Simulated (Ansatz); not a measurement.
The cluster SiO2. Charge 0, multiplicity 1. Geometry PBE0-D4/def2-TZVP; atoms count from 1.

```xyz
3

Si    0.000    0.000    0.000
O    -0.835    1.183    0.411
O     0.836   -1.183   -0.411
```

The structure comes from a short search, and lower isomers may exist.

Question: Estimate the Mulliken populations from the PBE0/def2-TZVP orbitals of Ansatz.

Answer: 
| atom | charge (e) |
| --- | --- |
| Si1 | 0.85 |
| O2 | -0.43 |
| O3 | -0.43 |
Mulliken values and Mayer orders depend strongly on the basis.

Question: And the Mayer bond orders between bonded heavy atoms (over 0.3)?

Answer: Si1–O2 2.17 (1.51 Å); Si1–O3 2.17 (1.51 Å).
